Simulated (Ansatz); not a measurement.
Relaxing molybdenum (bcc)

All numbers below come from DFT, RPBE, plane waves (420 eV) with PAW, scalar-relativistic in Ansatz. (PAW data from PBE, frozen cores regenerated.)

k-point mesh 14×14×14, Fermi-Dirac smearing 0.1 eV, no spin polarisation. Cell and atoms relax.

Starting structure:

```xyz
1
Lattice="-1.5736 1.5736 1.5736 1.5736 -1.5736 1.5736 1.5736 1.5736 -1.5736" Properties=species:S:1:pos:R:3 pbc="T T T"
Mo    0.0000    0.0000    0.0000
```

Task: The pressure at the start is 7.4 GPa. By how much does the volume change?

Result: From 15.59 to 16.03 Å³ per atom, 2.9 %. The final cell has a = 3.177 Å.

Task: How much energy does the relaxation gain?

Result: 10.1 meV per atom.
